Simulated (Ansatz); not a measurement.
```yaml
crystal:
  periodic: [false, false, false]
  atoms:
    - {symbol: P, position_ang: [-1.306112, 0.314884, 0.123586]}
    - {symbol: P, position_ang: [0.729153, 0.770111, 0.834036]}
    - {symbol: P, position_ang: [0.395966, 0.214572, -1.271818]}
    - {symbol: Xx, position_ang: [0.180994, -1.299567, 0.314196]}
basis:
  gaussian: {orbitals: 6-31G}
hamiltonian: {xc: {name: wPBEh}}
scf: {omitted_lower_state_checks: [starts]}
```

```sh
$ ansatz run in.yaml --threads 4 --pin off --events-out ev --progress --plain --max-ram 3916MiB
```

Output, abridged:

```
Error: YAML parse error: error: line 7 column 16: `Xx` is not an element symbol (H … Og, case-exact)
 --> <input>:7:16
5 |     - {symbol: P, position_ang: [0.729153, 0.770111, 0.834036]}
6 |     - {symbol: P, position_ang: [0.395966, 0.214572, -1.271818]}
7 |     - {symbol: Xx, position_ang: [0.180994, -1.299567, 0.314196]}
8 | basis:
9 |   gaussian: {orbitals: 6-31G}
```

(1) Something in this input is off. What?

Results:

(1) An element symbol is wrong. The program refused the input.
